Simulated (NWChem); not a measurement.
Species: F anion

Computed with NWChem. Pople sets run with spherical d functions. Sets without diffuse functions describe the anion's extra electron poorly. Static field.

Task: Taking CAM-B3LYP/aug-cc-pVTZ as the yardstick, which of these has the fewest basis functions while keeping “isotropic polarisability (bohr³)” within 2 % of it: CAM-B3LYP/def2-TZVP; CAM-B3LYP/aug-cc-pVDZ; CAM-B3LYP/def2-SVPD; CAM-B3LYP/d-aug-cc-pVDZ; CAM-B3LYP/6-31+G*; CAM-B3LYP/Sadlej pVTZ; CAM-B3LYP/def2-TZVPD?

Result: none of them.
```json
[
 {"level": "CAM-B3LYP/6-31+G*", "basis functions": "18", "isotropic polarisability (bohr³)": "5.3"},
 {"level": "CAM-B3LYP/def2-SVPD", "basis functions": "23", "isotropic polarisability (bohr³)": "9.2"},
 {"level": "CAM-B3LYP/aug-cc-pVDZ", "basis functions": "23", "isotropic polarisability (bohr³)": "6.7"},
 {"level": "CAM-B3LYP/Sadlej pVTZ", "basis functions": "24", "isotropic polarisability (bohr³)": "10.1"},
 {"level": "CAM-B3LYP/def2-TZVP", "basis functions": "31", "isotropic polarisability (bohr³)": "2.7"},
 {"level": "CAM-B3LYP/d-aug-cc-pVDZ", "basis functions": "32", "isotropic polarisability (bohr³)": "15.4"},
 {"level": "CAM-B3LYP/def2-TZVPD", "basis functions": "40", "isotropic polarisability (bohr³)": "10.8"},
 {"level": "CAM-B3LYP/aug-cc-pVTZ", "basis functions": "46", "isotropic polarisability (bohr³)": "8.7"}
]
```

The yardstick is one finite set, not the basis-set limit.
